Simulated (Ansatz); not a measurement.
# Al2FH3: the cost of one run

Method: UKS B3LYP/6-31G, in Ansatz 0.2.0.

## Step 1: Starting point

Bond lengths: F1–Al2 1.822 Å, Al2–Al3 2.479 Å, Al2–H4 1.584 Å, Al3–H5 1.604 Å, Al3–H6 1.619 Å. Angles: F1–Al2–Al3 120.5°, F1–Al2–H4 121.2°, Al3–Al2–H4 118.2°, Al2–Al3–H5 120.3°, Al2–Al3–H6 120.4°, H5–Al3–H6 119.2°.

Coordinates:

```xyz
6

F    -0.8919   -2.1428    1.2814
Al   -0.5044   -1.1196   -0.1761
Al    0.4693    1.1431    0.0999
H    -0.6801   -1.6853   -1.6454
H     0.8940    2.0045   -1.1852
H     0.7552    1.7362    1.5792
```

## Step 2: End point A

input.yaml reads:

```yaml
crystal:
  periodic: [false, false, false]
  atoms:
    - { symbol: F, position_ang: [-0.8919, -2.1428, 1.2814] }
    - { symbol: Al, position_ang: [-0.5044, -1.1196, -0.1761] }
    - { symbol: Al, position_ang: [0.4693, 1.1431, 0.0999] }
    - { symbol: H, position_ang: [-0.6801, -1.6853, -1.6454] }
    - { symbol: H, position_ang: [0.894, 2.0045, -1.1852] }
    - { symbol: H, position_ang: [0.7552, 1.7362, 1.5792] }
magnetization:
  spin_polarized: true
basis:
  gaussian: { orbitals: "6-31G" }
hamiltonian:
  xc: b3lyp
relax:
  f_tol: 0.02
  max_steps: 50
```

Started as:

```
$ ansatz run input.yaml --threads 1 --pin off --max-ram 2048MiB --backend cpu --events-out ev --progress --plain --runs-dir out
```

What time and memory should one allow on 1 thread of Arm Neoverse V1, shared host?

About 12 s, with a peak of 0.12 GiB.
